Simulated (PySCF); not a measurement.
Species: ethanolate, C2H5O (charge -1).
Numbering: `[CH3:1][CH2:2][O-:3]` (hydrogens: H4, H5, H6 on C1; H7, H8 on C2)

The same species was optimised twice, with GFN2-xTB and with PBE0-D3(BJ)/def2-SVP (PySCF), and the same property calculations (PySCF, gas phase) were run on both structures.

```tsv
coordinate	GFN2-xTB	PBE0-D3(BJ)/def2-SVP	change
C1–H4 (Å)	1.094	1.112	+0.018
C1–C2 (Å)	1.578	1.560	-0.018
C1–H6 (Å)	1.090	1.106	+0.016
C1–H5 (Å)	1.090	1.106	+0.016
C2–H7 (Å)	1.162	1.169	+0.007
C2–H8 (Å)	1.162	1.169	+0.007
C2–O3 (Å)	1.295	1.296	+0.001
H7–C2–H8 (°)	102.4	99.5	-2.9
C2–C1–H4 (°)	111.2	114.2	+3.0
O3–C2–H8 (°)	114.6	117.4	+2.8
O3–C2–H7 (°)	114.6	117.4	+2.8
H5–C1–H6 (°)	108.3	106.6	-1.7
C1–C2–O3 (°)	116.2	114.6	-1.6
C1–C2–H8 (°)	103.7	102.7	-1.0
C1–C2–H7 (°)	103.7	102.8	-0.9
```

Rotational constants: A = 39654, B = 9550, C = 8535 MHz (GFN2-xTB) against A = 38565, B = 9803, C = 8672 MHz (PBE0-D3(BJ)/def2-SVP). Point groups within 0.08 Å: Cs and Cs. Atoms that the bonding makes alike are paired by their places after alignment.

On the GFN2-xTB structure: HOMO (eV) 1.07 [PBE0/pcSseg-1]; LUMO (eV) 6.67 [PBE0/pcSseg-1]; GIAO shielding of C1 (ppm) 152.6 [PBE0/pcSseg-1]; GIAO shielding of C2 (ppm) 103.3 [PBE0/pcSseg-1]; GIAO shielding of O3 (ppm) 175.0 [PBE0/pcSseg-1].

Problem. What do these properties become on the PBE0-D3(BJ)/def2-SVP structure?

Solution. 
```tsv
property	level	on GFN2-xTB	on PBE0-D3(BJ)/def2-SVP	change
HOMO (eV)	PBE0/pcSseg-1	1.07	0.94	-0.13
LUMO (eV)	PBE0/pcSseg-1	6.67	6.64	-0.03
energy, GFN2-xTB geometry as zero (kcal/mol)	PBE0/pcSseg-1	0.0	-0.5	-0.5
GIAO shielding of C1 (ppm)	PBE0/pcSseg-1	152.6	149.6	-3.0
GIAO shielding of C2 (ppm)	PBE0/pcSseg-1	103.3	106.2	+2.9
GIAO shielding of O3 (ppm)	PBE0/pcSseg-1	175.0	182.1	+7.1
```

The heavy atoms differ by 0.017 Å rms after alignment. Among all bonds C1–C2 and C1–H4 change most and about equally (-0.018 to +0.018 Å). Changes are differences of the printed values. Neither structure is proved a minimum here. Geometry: PBE0-D3(BJ)/def2-SVP; no solvent, vibrations or thermal averaging.
